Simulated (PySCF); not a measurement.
# Relaxation of triplet S₃

Level of theory: UPBE0/[S def2-TZVP], no relativity, density fitting, PySCF. A (50,194) grid was used.

A hand-made equilateral triangle start, of D3h symmetry, held to at least that symmetry:

```xyz
3
charge 0 multiplicity 3, angstrom
S     0.5947   -1.0300    0.0000
S    -1.1893    0.0000    0.0000
S     0.5947    1.0300    0.0000
```

Optimiser trace:
```
step  E − E(last) (kJ/mol)  largest gradient (Eh/bohr)
   0                 17.73                     0.04688
   1                  0.62                     0.00790
   2                  0.02                     0.00137
   3                  0.00                     0.00005
```

It ends at D3h with S–S 2.154 Å (×3); S–S–S 60.0° (×3). No frequency check is given, so it may be a saddle point. Other isomers or separated fragments may lie lower. A symmetry-breaking gradient of 0.0021 Eh/bohr is left: the electronic state wants a lower symmetry.

Final geometry:
Z-matrix (Å, degrees; charge 0 multiplicity 3):
```
S
S  1 2.1539
S  2 2.1539 1 60.00
```

At this level a singlet minimum of C2v symmetry lies 209 kJ/mol below this structure.

The relaxation took 5.2 s on 4 threads of a shared Arm Neoverse V1 host, with 111 basis functions and 4 gradients; the process peaked at 0.6 GiB. Launch command: `OMP_NUM_THREADS=4 python axn.py task.json out`.
